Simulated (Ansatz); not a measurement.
Ansatz (a program for electronic structure) input (CCSD(T)/cc-pCVDZ): A basis named .json is the Basis Set Exchange file of that set (core-valence sets with the plain set on hydrogen).

Ansatz 0.2 input:
```yaml
crystal:
  periodic: [false, false, false]
  atoms:
    - {symbol: S, position_ang: [0.10491123, -0.00079548, 0.04460729]}
    - {symbol: H, position_ang: [-0.32425306, 0.99411402, -0.77358955]}
    - {symbol: H, position_ang: [-0.34497428, -0.99733403, -0.76036906]}
    - {symbol: H, position_ang: [-1.00935239, 0.01594770, 0.82024201]}
basis:
  gaussian:
    orbitals: cc-pCVDZ.json
total_charge: 1
magnetization: {spin_polarized: false}
correlation: {method: ccsd_t, electrons: outside_noble_gas}
```

Output:

```
Functional definition: HF
integrals: 0.01 GiB planned
382 factors; integrals over basis functions are off by at most 1.1e-3 eV
mean field: 0.06 GiB planned
mean field evaluation 1: about -10855.7404 eV, gradient 1.6e1 eV
mean field evaluation 2: about -10855.7442 eV, gradient 1.6e1 eV
mean field evaluation 4: about -10856.6283 eV, gradient 1.5e0 eV
mean field evaluation 8: about -10856.6425 eV, gradient 3.7e-4 eV
mean field evaluation 16: about -10856.6420 eV, gradient 2.9e-1 eV
mean field -10856.64253951 eV, -398.9742544304 hartree, gradient 5.3e-6 eV, S^2 0.000000; 0 other end points of the search recorded, 0 dependent functions left out
5 core orbitals not correlated
reference -10856.64253951 eV, -398.9742544304 hartree; 4, 4 occupied and 33, 33 virtual orbitals, 382 factors
second order -4.03475324 eV of doubles, -0.00000000 eV of singles
coupled cluster: 0.06 GiB planned
cycle   1  -4.55989447 eV  change   -5.3e-1 eV  update   4.9e-2
cycle   2  -4.73940961 eV  change   -1.8e-1 eV  update   1.7e-2
cycle   3  -4.74815393 eV  change   -8.7e-3 eV  update   3.6e-3
cycle   4  -4.74812255 eV  change    3.1e-5 eV  update   9.7e-4
cycle   5  -4.74790254 eV  change    2.2e-4 eV  update   3.0e-4
cycle   6  -4.74791149 eV  change   -8.9e-6 eV  update   7.3e-5
cycle   7  -4.74790704 eV  change    4.5e-6 eV  update   1.5e-5
cycle   8  -4.74790620 eV  change    8.4e-7 eV  update   3.6e-6
perturbative correction -0.10553158 eV, -0.0038782139 hartree
Total energy: -10861.49597729 eV, -399.1526149789 hartree
```
